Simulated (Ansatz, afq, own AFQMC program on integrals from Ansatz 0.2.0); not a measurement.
## Ge, triplet → Ge, quintet

A free Ge atom.

E(quintet, charge +0) − E(triplet, charge +0) at this geometry, on UHF and UHF determinants.

Basis cc-pVQZ. Noble-gas cores (and the filled d shells of Ga–Kr and In–Xe) are frozen. Ansatz 0.2.0 and our own AFQMC program on the same integrals; the CISD trial comes from CCSD amplitudes, and released means the phaseless constraint is let go. ± is one standard error of the sampling. No spin–orbit coupling. The errors of all members are added in quadrature.

Full CI on the same integrals is exact in this basis and with this determinant's frozen core.

Errors are counted within cc-pVQZ, not against nature.

Cautions: inner d shell frozen; no relativity below Rb; no spin-orbit coupling; Ge (triplet): the released energies have errors that jump between times, so the bars are unsure, so no released level is given (meV from the phaseless value at times in 1/Eh: -6 ± 5 at 0.24, -1.3 ± 0.9 at 0.51, -2.5 ± 0.7 at 0.99, -4.5 ± 1.2 at 1.62, -4.8 ± 0.8 at 2.40), though the last usable value meets full CI within the noise; Ge (quintet): another spin lies lower.

Reference (full CI): 4.363 eV.

```
        level  vertical spin gap (eV)  error against FCI (eV)
           HF                   3.168                  -1.195
          MP2                   4.106                  -0.257
         CCSD                   4.306                  -0.058
      CCSD(T)                   4.352                  -0.011
        CCSDT                   4.362                  -0.001
     CCSDT(Q)                   4.363                   0.000
ph-AFQMC/CISD           4.360 ± 0.001          -0.003 ± 0.001
```

Correlation beyond CCSD(T) adds 0.011 eV. The perturbative (T) step is worth +0.046 eV.

CCSDT and higher add their correlation energy to the determinant of the CCSD(T) run, since their own runs factorise the integrals more tightly (a shift of under 2 meV). A walk keeps the symmetry of its determinant, which the program's search chose and which needn't be the lowest solution, so a lower state of the same spin and another symmetry isn't excluded.
